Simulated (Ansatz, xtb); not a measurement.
## Two structures of AlBH6N−

Structure a is a singlet given by its coordinates and structure b is a singlet given by its coordinates. Both are isolated ions in the gas phase, relaxed with r2SCAN-D4/def2-SVPD.

a (Å):

```csv
atom,x (Å),y (Å),z (Å)
Al,-1.3256,1.5481,-1.3415
B,-2.0093,-0.8214,0.4292
N,-1.5384,-0.2679,-0.7503
H,-2.0557,-2.0383,0.5892
H,-2.3905,-0.1058,1.3401
H,-1.2475,-0.9596,-1.4401
H,-2.2109,1.7300,-2.7124
H,0.2617,1.7719,-1.6971
H,-1.8301,2.5431,-0.1535
```

Close contacts (Å): Al1–N3 1.92, B2–N3 1.39, Al1–H7 1.64, Al1–H8 1.64, Al1–H9 1.63, B2–H4 1.23, B2–H5 1.22, N3–H6 1.02.

b (Å):

```xyz
9

Al    1.3037    0.0320    0.4815
B    -0.1550    1.1893   -0.7855
N     0.3013    1.5648    0.6281
H     0.8386   -1.3382    1.2181
H    -0.4635    1.5547    1.2974
H     0.2530    1.9002   -1.7141
H    -1.3266    0.8265   -0.9421
H     0.5299    0.0121   -1.1122
H     2.9002    0.1166    0.2295
```

Close contacts (Å): Al1–B2 2.25, Al1–N3 1.84, B2–N3 1.53, Al1–H4 1.62, Al1–H8 1.77, Al1–H9 1.62, B2–H6 1.24, B2–H7 1.24, B2–H8 1.40, N3–H5 1.02.

Task: Estimate E(b) − E(a) at the level CCSD(T)/def2-SVPD + ΔMP2/def2-TZVPPD.

Result: Calculated at CCSD(T)/def2-SVPD + ΔMP2/def2-TZVPPD: E(b) − E(a) = +17.7 kcal/mol, so structure a lies lower.

The same difference at several levels:

| level | geometry | E(b) − E(a) (kcal/mol) | departure from the last row (kcal/mol) | job, with rough time for the two |
| --- | --- | --- | --- | --- |
| GFN2-xTB | GFN2-xTB | +29.6 | +11.9 | optimisation, 0.2 s |
| HF/STO-3G | GFN2-xTB | +33.7 | +16.0 | single point, 0.16 s |
| r2SCAN-D4/def2-SVPD//GFN2-xTB | GFN2-xTB | +17.6 | 0.0 | single point, 2.9 s |
| r2SCAN-D4/def2-SVPD | r2SCAN-D4/def2-SVPD | +15.3 | −2.3 | optimisation, 80 s |
| HF/def2-SVPD | r2SCAN-D4/def2-SVPD | +27.1 | +9.4 | part of the CCSD(T) run |
| MP2/def2-SVPD | r2SCAN-D4/def2-SVPD | +18.6 | +0.9 | part of the CCSD(T) run |
| CCSD(T)/def2-SVPD | r2SCAN-D4/def2-SVPD | +19.9 | +2.2 | single point |
| CCSD(T)/def2-SVPD + ΔMP2/def2-TZVPPD | r2SCAN-D4/def2-SVPD | +17.7 |  | single point, 16 s |

The levels shown agree on the order. The largest departure from CCSD(T)/def2-SVPD + ΔMP2/def2-TZVPPD is that of HF/STO-3G, 16.0 kcal/mol. The last row adds to CCSD(T) the change of the MP2 difference between the two basis sets, here −2.2 kcal/mol.

With harmonic frequencies from r2SCAN-D4/def2-SVPD (ideal gas, rigid rotor, one conformer each, 298.15 K, 1 atm): on the last row, ΔE + ΔZPE = +18.3 kcal/mol. A mode under 50 cm⁻¹ makes harmonic enthalpies and free energies unreliable, so none is given.

The correlated steps freeze 7 core orbitals. Codes used: Ansatz 0.2.0, xtb 6.7.1; the last row on 2 threads of Arm Neoverse V2 on a shared host.
